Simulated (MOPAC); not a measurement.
MOPAC input (AM1):

```
AM1 1SCF CHARGE=-1 GEO-OK AUX(PRECISION=9) THREADS=1
CH3O

C    -0.01960273 1    0.53041536 1    0.01007793 1
O     0.02915470 1   -0.78887498 1   -0.01498868 1
H    -1.06290528 1    1.00482270 1    0.02799415 1
H     0.48134512 1    1.04526317 1    0.90330047 1
H     0.46593892 1    1.07842182 1   -0.87185278 1
```

Output:

```
 *******************************************************************************
 **                                                                           **
 **                              MOPAC v23.2.5                                **
 **                                                                           **
 *******************************************************************************
 ** MOPAC's Digital Object Identifier: https://doi.org/10.5281/zenodo.6511958 **
 **                                                                           **
 ** Please cite the open-source release paper for use of this MOPAC version:  **
 ** J. E. Moussa and J. J. P. Stewart (2026)                                  **
 ** MOPAC: An open-source semiempirical molecular orbital program             **
 ** J. Open Source Softw., 11(119), 8025, https://doi.org/10.21105/joss.08025 **
 *******************************************************************************

                              AM1 CALCULATION RESULTS

 *******************************************************************************
 *  AM1        - The AM1 Hamiltonian to be used
 *  GEO-OK     - OVERRIDE INTERATOMIC DISTANCE AND OTHER SAFETY CHECKS
 *
 *
 *
 *                 CHARGE ON SYSTEM = -1
 *
 *
 *
 *  1SCF       - DO 1 SCF AND THEN STOP
 *  AUX        - OUTPUT AUXILIARY INFORMATION
 *******************************************************************************
AM1 1SCF CHARGE=-1 GEO-OK AUX(PRECISION=9) THREADS=1
 CH3O

   ATOM   CHEMICAL          X               Y               Z
  NUMBER   SYMBOL      (ANGSTROMS)     (ANGSTROMS)     (ANGSTROMS)

     1       C         -0.01960273  *   0.53041536  *   0.01007793  *
     2       O          0.02915470  *  -0.78887498  *  -0.01498868  *
     3       H         -1.06290528  *   1.00482270  *   0.02799415  *
     4       H          0.48134512  *   1.04526317  *   0.90330047  *
     5       H          0.46593892  *   1.07842182  *  -0.87185278  *

          CARTESIAN COORDINATES

    NO.       ATOM           X           Y           Z

     1         C         -0.0196      0.5304      0.0101
     2         O          0.0292     -0.7889     -0.0150
     3         H         -1.0629      1.0048      0.0280
     4         H          0.4813      1.0453      0.9033
     5         H          0.4659      1.0784     -0.8719

  H: (AM1): M.J.S. DEWAR ET AL, J. AM. CHEM. SOC. 107 3902-3909 (1985)
  C: (AM1): M.J.S. DEWAR ET AL, J. AM. CHEM. SOC. 107 3902-3909 (1985)
  O: (AM1): M.J.S. DEWAR ET AL, J. AM. CHEM. SOC. 107 3902-3909 (1985)

           Empirical Formula: C H3 O  =     5 atoms

      MOLECULAR POINT GROUP   :   C3v

      RHF CALCULATION, NO. OF DOUBLY OCCUPIED LEVELS = 7

 -------------------------------------------------------------------------------
 AM1 1SCF CHARGE=-1 GEO-OK AUX(PRECISION=9) THREADS=1
 CH3O

     1SCF WAS SPECIFIED, SO BFGS WAS NOT USED
     SCF FIELD WAS ACHIEVED

                              AM1 CALCULATION
                                                       MOPAC v23.2.5 Linux

          FINAL HEAT OF FORMATION =        -37.94335 KCAL/MOL =    -158.75496 KJ/MOL

          COSMO AREA              =         63.72 SQUARE ANGSTROMS
          COSMO VOLUME            =         45.03 CUBIC ANGSTROMS

          IONIZATION POTENTIAL    =          2.094828 EV
          HOMO LUMO ENERGIES (EV) =         -2.095 10.962
          NO. OF FILLED LEVELS    =          7
          MOLECULAR WEIGHT        =         31.0341         POINT GROUP:  C3v

          MOLECULAR DIMENSIONS (Angstroms)

            Atom       Atom       Distance
            H     4    O     2     2.10043
            H     5    H     3     1.77553
            H     4    H     3     1.34209

          SCF CALCULATIONS        =          1

   ATOM   CHEMICAL          X               Y               Z
  NUMBER   SYMBOL      (ANGSTROMS)     (ANGSTROMS)     (ANGSTROMS)

     1       C         -0.01960273  *   0.53041536  *   0.01007793  *
     2       O          0.02915470  *  -0.78887498  *  -0.01498868  *
     3       H         -1.06290528  *   1.00482270  *   0.02799415  *
     4       H          0.48134512  *   1.04526317  *   0.90330047  *
     5       H          0.46593892  *   1.07842182  *  -0.87185278  *

                             CARTESIAN COORDINATES

   1    C       -0.019602730     0.530415360     0.010077930
   2    O        0.029154700    -0.788874980    -0.014988680
   3    H       -1.062905280     1.004822700     0.027994150
   4    H        0.481345120     1.045263170     0.903300470
   5    H        0.465938920     1.078421820    -0.871852780

           Empirical Formula: C H3 O  =     5 atoms

      MOLECULAR POINT GROUP   :   C3v

                  EIGENVALUES
 -28.20440 -18.40320  -7.81055  -7.81055  -7.40417  -2.09483  -2.09483  10.96194
  11.03376  11.03376  14.56472

              NET ATOMIC CHARGES AND DIPOLE CONTRIBUTIONS

  ATOM NO.   TYPE          CHARGE      No. of ELECS.   s-Pop       p-Pop
    1          C           0.167445        3.8326     1.19609     2.63646
    2          O          -0.758303        6.7583     1.92874     4.82956
    3          H          -0.136381        1.1364     1.13638
    4          H          -0.136381        1.1364     1.13638
    5          H          -0.136381        1.1364     1.13638
 DIPOLE           X         Y         Z       TOTAL
 POINT-CHG.    -0.028     0.771     0.015     0.772
 HYBRID        -0.022     0.591     0.011     0.592
 SUM           -0.050     1.363     0.026     1.364

          ATOMIC ORBITAL ELECTRON POPULATIONS

     Atom    s        px        py        pz
    1  C   1.19609   0.85962   0.91728   0.85956
    2  O   1.92874   1.87015   1.08848   1.87094
    3  H   1.13638
    4  H   1.13638
    5  H   1.13638

 **********************
 *                    *
 * JOB ENDED NORMALLY *
 *                    *
 **********************

 == MOPAC DONE ==
```

The dipole moment of an ion depends on the origin.
